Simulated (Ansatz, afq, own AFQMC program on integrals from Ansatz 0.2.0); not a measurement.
# Where AFQMC and coupled cluster stand for S, singlet

A free S atom.

Basis cc-pVDZ. Noble-gas cores (and the filled d shells of Ga–Kr and In–Xe) are frozen. Ansatz 0.2.0 and our own AFQMC program on the same integrals; the CISD trial comes from CCSD amplitudes, and released means the phaseless constraint is let go. Error bars are statistical, one sigma.

Determinant: RHF, the one that the program's search chose, which needn't be the lowest solution.

Full CI on the same integrals is exact in this basis and with this determinant's frozen core.

Cautions: another spin lies lower (by 1.33 eV); restricted determinant unstable towards unrestricted (UHF 1.75 eV lower, ⟨S²⟩ 1.02); strong correlation (T1 0.009, weight of the determinant 0.82, largest double 0.28); the released energies are still falling, so no released level is given (meV from the phaseless value at times in 1/Eh: -1 ± 10 at 0.24, -6 ± 10 at 0.51, -13 ± 9 at 0.99, -34 ± 10 at 1.62, -45 ± 16 at 2.40), though the last usable value meets full CI within the noise; the ph-AFQMC/CISD walk drifts between its halves (2.1 errors); the determinant fills the p orbitals unequally in pairs, so it mixes two states of the atom (¹D and ¹S), and each level undoes that mixture to a different degree, while full CI gives the lower state; CCSDTQ on the UHF determinant differs (1.33 eV lower), perhaps since the unrestricted series falls towards higher spin.

The T1 diagnostic is 0.0087. The weight of the determinant in the CISD state is 0.816 and the size of the correlated space is 6 electrons in 13 orbitals.

```json
{"level": "MP2", "correlation energy (eV)": "-2.6265"}
{"level": "CCSD", "correlation energy (eV)": "-3.5183"}
{"level": "CCSD(T)", "correlation energy (eV)": "-3.6603"}
```

Problem. Estimate where full CI lies against CCSD(T) on the same integrals.

Solution. 2.73 kcal/mol below CCSD(T).

Reference: full CI, correlation energy -3.779 eV. The cautions show a poor starting determinant, so the rows tell how each method copes with it here, and full CI is the sure value.

```json
{"level": "CCSD(T)", "E − E(reference) (kcal/mol)": "2.73", "share of correlation (%)": "96.87"}
{"level": "CCSDT", "E − E(reference) (kcal/mol)": "1.43", "share of correlation (%)": "98.36"}
{"level": "CCSDT(Q)", "E − E(reference) (kcal/mol)": "0.15", "share of correlation (%)": "99.83"}
{"level": "CCSDTQ", "E − E(reference) (kcal/mol)": "0.01", "share of correlation (%)": "99.99"}
{"level": "ph-AFQMC/CISD", "E − E(reference) (kcal/mol)": "0.75 ± 0.18", "share of correlation (%)": "99.14"}
```

CCSDT and higher add their correlation energy to the determinant of the CCSD(T) run, since their own runs factorise the integrals more tightly (a shift of under 2 meV).
